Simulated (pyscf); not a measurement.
Hydrogen abstraction: H₃C–Si•(CH₃)–CH₃ + H₂ -> H₃C–SiH(CH₃)–CH₃ + H•

Gas phase, doublet surface, charge 0. Bonds broken: H7–H8. Bonds formed: Si2–H8. Structures and frequencies: ωB97X-D3(BJ)/def2-SVP in PySCF.

Transition state (Å):

```xyz
15

C     -0.8456     1.6019     0.1966
Si    -0.2450    -0.1209     0.6589
C     -1.2522    -1.4457    -0.2200
H     -0.7170     1.7816    -0.8842
H     -1.9136     1.7279     0.4364
H     -0.2820     2.3780     0.7387
H     -0.6124    -0.4456     3.3902
H     -0.4582    -0.3094     2.2457
H     -2.3237    -1.3546     0.0198
H     -0.9231    -2.4554     0.0738
H     -1.1406    -1.3574    -1.3139
C      1.5913    -0.3162     0.2953
H      2.1856     0.4394     0.8337
H      1.9527    -1.3118     0.5987
H      1.7887    -0.1977    -0.7835
```

One imaginary mode, 875i cm⁻¹; descent along it reached the two sides named.

| bond | change | reactant side (Å) | saddle | product side |
|---|---|---|---|---|
| H7–H8 | breaks | 0.762 | 1.163 | 3.5 |
| Si2–H8 | forms | 3.4 | 1.612 | 1.499 |

Electronic energies relative to the separated reactants (kcal/mol):

```json
[
 {"level": "ωB97X-D3(BJ)/def2-TZVP", "barrier": "13.3", "reaction energy": "+9.2", "reverse barrier": "4.1"},
 {"level": "PBE/def2-TZVP", "barrier": "11.6", "reaction energy": "+12.4", "reverse barrier": "-0.8"},
 {"level": "r²SCAN/def2-TZVP", "barrier": "11.8", "reaction energy": "+13.3", "reverse barrier": "-1.6"},
 {"level": "B3LYP-D3(BJ)/def2-TZVP", "barrier": "12.5", "reaction energy": "+13.1", "reverse barrier": "-0.6"},
 {"level": "PBE0-D3(BJ)/def2-TZVP", "barrier": "11.6", "reaction energy": "+10.5", "reverse barrier": "1.1"},
 {"level": "M06-2X/def2-TZVP", "barrier": "17.1", "reaction energy": "+12.2", "reverse barrier": "4.9"},
 {"level": "ωB97M-D3(BJ)/def2-TZVP", "barrier": "12.9", "reaction energy": "+8.6", "reverse barrier": "4.3"},
 {"level": "HF/def2-TZVP", "barrier": "18.5", "reaction energy": "+4.6", "reverse barrier": "13.9"}
]
```

With ωB97M-D3(BJ)/def2-TZVP energies and thermal terms (ideal gas, 1 atm, RRHO with modes under 100 cm⁻¹ raised to 100, one conformer, R ln 2 for chiral ones without a mode under 150 cm⁻¹), in kcal/mol:

```json
[
 {"T (K)": "298", "ΔH‡": "10.3", "ΔG‡": "18.0", "ΔH": "+7.6", "ΔG": "+9.2"},
 {"T (K)": "600", "ΔH‡": "10.2", "ΔG‡": "25.8", "ΔH": "+7.7", "ΔG": "+10.9"},
 {"T (K)": "900", "ΔH‡": "10.6", "ΔG‡": "33.5", "ΔH": "+8.1", "ΔG": "+12.4"},
 {"T (K)": "1200", "ΔH‡": "11.1", "ΔG‡": "41.1", "ΔH": "+8.8", "ΔG": "+13.7"}
]
```

At PBE, r²SCAN, B3LYP-D3(BJ) this geometry lies under the product side: in single points on another level's saddle the reverse barrier vanishes, and the forward threshold there is about the reaction energy. One saddle was located; it need not be the lowest between these sides. The angle at the transferred H is 180°.
